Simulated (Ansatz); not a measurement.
# FH6PSi: the cost of one run

Program: Ansatz 0.2.0. Level of theory: RKS B3LYP-D4/def2-SVP. These are calculated values, not measurements.

### 1 The starting structure

Bond lengths: Si1–F2 1.940 Å, Si1–H3 1.460 Å, Si1–H4 1.459 Å, Si1–H5 1.459 Å, Si1–P6 2.480 Å, P6–H7 1.420 Å, P6–H8 1.420 Å, P6–H9 1.610 Å. Angles (14 of 16 angles, heavy atoms first): F2–Si1–P6 71.6°, F2–Si1–H3 109.5°, F2–Si1–H4 109.5°, F2–Si1–H5 109.5°, H3–Si1–P6 178.9°, H4–Si1–P6 70.0°, H5–Si1–P6 70.0°, Si1–P6–H7 109.5°, Si1–P6–H8 109.5°, Si1–P6–H9 60.7°, H3–Si1–H4 109.5°, H3–Si1–H5 109.5°, H4–Si1–H5 109.5°, H7–P6–H8 109.4°.

Coordinates:

```xyz
9

Si    0.0000    0.0000    0.0000
F     0.0000    0.0000    1.9400
H     1.3768    0.0000   -0.4862
H    -0.6877    1.1914   -0.4862
H    -0.6877   -1.1914   -0.4862
P    -2.3535    0.0000    0.7820
H    -3.1199   -0.8853   -0.0213
H    -2.4033   -0.4268    2.1354
H    -1.1633    0.0000    1.8666
```

### 2 A restrained relaxation towards end A

Springs on the bonds that form and break draw the guess towards this end; the thresholds are loose.

File input.yaml:

```yaml
crystal:
  periodic: [false, false, false]
  atoms:
    - { symbol: Si, position_ang: [0.0, 0.0, 0.0] }
    - { symbol: F, position_ang: [0.0, 0.0, 1.94] }
    - { symbol: H, position_ang: [1.3768, 0.0, -0.4862] }
    - { symbol: H, position_ang: [-0.6877, 1.1914, -0.4862] }
    - { symbol: H, position_ang: [-0.6877, -1.1914, -0.4862] }
    - { symbol: P, position_ang: [-2.3535, 0.0, 0.782] }
    - { symbol: H, position_ang: [-3.1199, -0.8853, -0.0213] }
    - { symbol: H, position_ang: [-2.4033, -0.4268, 2.1354] }
    - { symbol: H, position_ang: [-1.1633, 0.0, 1.8666] }
basis:
  gaussian: { orbitals: def2-SVP }
hamiltonian:
  xc: b3lyp
  dispersion: d4
relax:
  f_tol: 0.15
  max_steps: 25
  restrain:
    - { distance: [0, 5], at: 3.38, k: 30.0 }
    - { distance: [8, 1], at: 2.12, k: 30.0 }
    - { distance: [0, 1], at: 1.59, k: 30.0 }
    - { distance: [8, 5], at: 1.42, k: 30.0 }
output:
  orbitals: {}
```

The run is started by

```sh
$ ansatz run input.yaml --threads 2 --pin off --max-ram 3072MiB --backend cpu --events-out ev --progress --plain --runs-dir out
```

What time and memory should one allow on 2 threads of Arm Neoverse V2, shared host?

About 14 s, with a peak of 0.15 GiB.
